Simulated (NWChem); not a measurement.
# Correlation energy of hydroxide (HO (-1))

```xyz
2

O      0.0000     0.0000     0.1090
H      0.0000     0.0000    -0.8717
```
Charge -1, spin multiplicity 1.

The numbers come from NWChem runs, not from measurements. All single points use one geometry, from PBE0/def2-SVP, a minimum by its harmonic frequencies.

Basis set: def2-SVPD. Each correlation energy counts from its own Hartree-Fock reference.

The correlated methods keep 1 core orbital frozen. The anion's geometry comes from a basis without diffuse functions. Coupled-cluster values serve here as a point of comparison, not as the truth.

Q: One of these methods gave a correlation energy of -237.0 mHa. Which?
A. CCSD(T)
B. SCS-MP2
C. CCSD+T(CCSD)
D. MP2

A: D, MP2. The others give -229.0 (SCS-MP2), -245.7 (CCSD+T(CCSD)), -244.0 (CCSD(T)).
